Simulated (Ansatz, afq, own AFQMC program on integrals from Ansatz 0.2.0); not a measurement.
Two steps: Ansatz 0.2.0 writes the Fock matrix and Cholesky factors of the valence space, and afq projects on them the lowest state that overlaps trial and start.

```yaml
crystal:
  periodic: [false, false, false]
  atoms:
    - {symbol: Sb, position_ang: [0.478253, -0.323288, -0.479264]}
    - {symbol: H, position_ang: [-1.029693, -0.975864, 0.028981]}
    - {symbol: H, position_ang: [-0.253550, 1.221102, -0.672697]}
basis:
  gaussian: {orbitals: def2-TZVP}
magnetization: {spin_polarized: true, initial_magnetization: 1}
correlation: {method: ccsd_t, electrons: outside_noble_gas, hamiltonian_folder: ham}
```

```sh
$ ansatz run in.yaml --threads 1 --pin off --events-out ev --progress --plain --max-ram 16896MiB --backend cuda --devices 0, --max-vram 18GiB
```

afq runs on the folder ham with

```
--method phaseless --trial cisd --walkers 4000 --populations 20 --least-time 60 --time-step 0.005 --steps-per-block 50 --equilibration-blocks 28 --max-blocks 4000 --target-error 0.00016 --factor-cut 1e-05 --start spin_pure --seed 5927 --release-times 0.24,0.51,0.99,1.62,2.4 --release-step 0.03 --release-every 3 --taylor-order 6
```

Times are imaginary, in 1/Eh. The walk had a cap of 168 s. With eight or more populations the least sampling time is a fifth of least-time, and the error comes from their spread. Filled inner d shells are frozen with the cores. Core potentials past Kr, no spin–orbit coupling.

afq prints:

```
orbitals 53  electrons 4 3  factors 453 of 567
reference energy -240.40348890 Eh
CCSD correlation -0.13023732 Eh in 11 cycles, weight of the determinant in the CISD state 0.9133
energy of the start -240.533486 Eh
 block  time / (1/Eh)  mean weight  energy / Eh
     1     0.250  1.0002  -240.532857
     2     0.500  0.9999  -240.533538
     3     0.750  0.9998  -240.534310
     4     1.000  1.0000  -240.535088
     5     1.250  1.0001  -240.535686
    10     2.500  1.0002  -240.537534
    15     3.750  1.0000  -240.538501
    20     5.000  1.0000  -240.538407
    25     6.250  1.0000  -240.538561
    30     7.500  1.0001  -240.538231
    35     8.750  1.0002  -240.538133
    40    10.000  0.9999  -240.538273
    43    10.750  1.0000  -240.537907
    45    11.250  1.0001  -240.537951
    50    12.500  1.0000  -240.538371
    55    13.750  0.9998  -240.538091
    60    15.000  1.0000  -240.537968
    65    16.250  1.0000  -240.538134
    70    17.500  1.0002  -240.538346
    75    18.750  0.9999  -240.538198
    78    19.500  1.0000  -240.538033
error from the spread of 20 populations
released: time / (1/Eh)  energy / Eh  error  mean overlap
  0.24  -240.538257  0.000057  1.0001
  0.51  -240.538326  0.000054  0.9965
  0.99  -240.538422  0.000049  0.9930
  1.62  -240.538456  0.000042  0.9914
  2.40  -240.538481  0.000044  0.9912
energy -240.538172 +/- 0.000060 Eh
(rows thinned)
```

The run passed its tests (sampling time, drift between the halves within three errors, error under three times the target), which doesn't prove that it has relaxed.

Against this walk (error 1.6 meV) on the same determinant: CCSD(T) 16.1 meV higher, CCSDT(Q) 8.1 meV lower. The error is statistical and leaves out the bias of the constraint. Released to 2.40 1/Eh the energy lies 8.4 ± 2.0 meV (both errors) below the phaseless value, which shows part or all of the bias of the constraint, and CCSDT(Q) lies 0.4 meV above the released value.

Cautions: constraint bias not in the error; no spin-orbit coupling; inner d shell frozen.

The walk took 58 s on 1 × NVIDIA H100 80GB HBM3 with 2 threads of AMD EPYC 7R13 Processor (Zen 3), with other jobs on the host (the card was shared). The log's last line is the phaseless energy.

CCSDT and higher add their correlation energy to the determinant of the CCSD(T) run, since their own runs factorise the integrals more tightly (a shift of under 2 meV). A walk keeps the symmetry of its determinant, which the program's search chose and which needn't be the lowest solution, so a lower state of the same spin and another symmetry isn't excluded.
